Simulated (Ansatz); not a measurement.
CH₅AlS (`[CH3][AlH][SH]`). Total charge 0; spin multiplicity 1.

```xyz
8

C    -0.529    1.028   -0.731
Al    0.529   -0.316    0.192
S    -0.519   -1.804    1.407
H    -0.248    2.034   -0.405
H    -1.601    0.906   -0.560
H    -0.352    0.988   -1.810
H     2.109   -0.410    0.127
H     0.611   -2.427    1.780
```

(1) What are the harmonic wavenumbers in cm⁻¹ at PBE0-D4/def2-TZVP (Ansatz, finite differences of forces, unscaled)? (Best estimate.)

(2) Is this a minimum?

(3) Give the ideal-gas thermochemistry at 298.15 K and 1 bar (rigid rotor, harmonic oscillator; point group Cs, symmetry number 1).

## Answers

(1) The calculation gave: 55, 152, 279, 435, 468, 532, 642, 662, 698, 754, 1222, 1439, 1440, 1929, 2715, 3038, 3111, 3135.

(2) Yes, all 18 modes are real.

(3) Zero-point energy 135.8 kJ/mol; H(298) − E = 154.0 kJ/mol; entropy 319.2 J/(mol·K), of which translation 162.9, rotation 104.6, vibration 51.7; G(298) − E = 58.8 kJ/mol. Modes under 100 cm⁻¹ are hindered rotations or soft bends, so the harmonic entropy is rough.
